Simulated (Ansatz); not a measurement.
in.yaml

```yaml
crystal:
  periodic: [false, false, false]
  atoms:
    - {symbol: Al, position_ang: [0.000000, 0.007525, 0.461708]}
    - {symbol: Li, position_ang: [0.000000, 0.007525, -2.177114]}
    - {symbol: H, position_ang: [0.000000, 1.047092, 1.218739]}
    - {symbol: H, position_ang: [0.000000, -1.300337, 1.414117]}
basis:
  gaussian: {orbitals: 6-31G}
magnetization: {spin_polarized: false}
correlation: {method: ccsdt_q, electrons: outside_noble_gas}
```

```sh
$ ansatz run in.yaml --threads 1 --pin off --events-out ev --progress --plain --max-ram 2393MiB
```

The program prints:

```
537 factors; integrals over basis functions are off by at most 2.2e-7 eV
mean field evaluation 1: about -6813.7339 eV, gradient 6.5e0 eV
mean field evaluation 2: about -6813.7433 eV, gradient 6.5e0 eV
mean field evaluation 4: about -6814.0674 eV, gradient 2.7e-1 eV
mean field evaluation 8: about -6814.0682 eV, gradient 3.2e-3 eV
mean field evaluation 16: about -6814.0661 eV, gradient 3.5e-1 eV
mean field -6814.06816961 eV, -250.4123864920 hartree, gradient 2.1e-6 eV, S^2 0.000000; 0 other end points of the search recorded, 0 dependent functions left out
6 core orbitals not correlated: weight in the atoms' cores, before any rotation towards them, 1.000 or more for the frozen orbitals, at most 0.000 for the correlated occupied ones
reference -6814.06816961 eV, -250.4123864920 hartree; 3, 3 occupied and 17, 17 virtual orbitals, 537 factors
second order -1.13664473 eV of doubles, -0.00000000 eV of singles
cycle   1  -1.44273322 eV  change   -3.1e-1 eV  update   6.1e-2
cycle   2  -1.63802589 eV  change   -2.0e-1 eV  update   3.0e-2
cycle   3  -1.65116676 eV  change   -1.3e-2 eV  update   1.1e-2
cycle   4  -1.65210199 eV  change   -9.4e-4 eV  update   5.1e-3
cycle   5  -1.65165172 eV  change    4.5e-4 eV  update   2.1e-3
cycle   6  -1.65115835 eV  change    4.9e-4 eV  update   9.1e-4
cycle   7  -1.65106063 eV  change    9.8e-5 eV  update   2.8e-4
cycle   8  -1.65112580 eV  change   -6.5e-5 eV  update   1.2e-4
cycle   9  -1.65115154 eV  change   -2.6e-5 eV  update   5.1e-5
cycle  10  -1.65112469 eV  change    2.7e-5 eV  update   2.0e-5
cycle  11  -1.65112316 eV  change    1.5e-6 eV  update   8.0e-6
cycle  12  -1.65112272 eV  change    4.4e-7 eV  update   3.0e-6
cycle  13  -1.65112433 eV  change   -1.6e-6 eV  update   1.3e-6
cycle  14  -1.65112540 eV  change   -1.1e-6 eV  update   5.3e-7
cycle  15  -1.65112563 eV  change   -2.3e-7 eV  update   2.0e-7
perturbative correction -0.00119324 eV, -0.0000438506 hartree
Total energy: -6815.72048848 eV, -250.4731080903 hartree
```

The T1 diagnostic is 0.021.

For the same geometry and basis full CI lies 0.5 meV lower.

Ran on 1 thread of Arm Neoverse N1, shared host: 0.9 s wall, 0.07 GiB peak host memory.
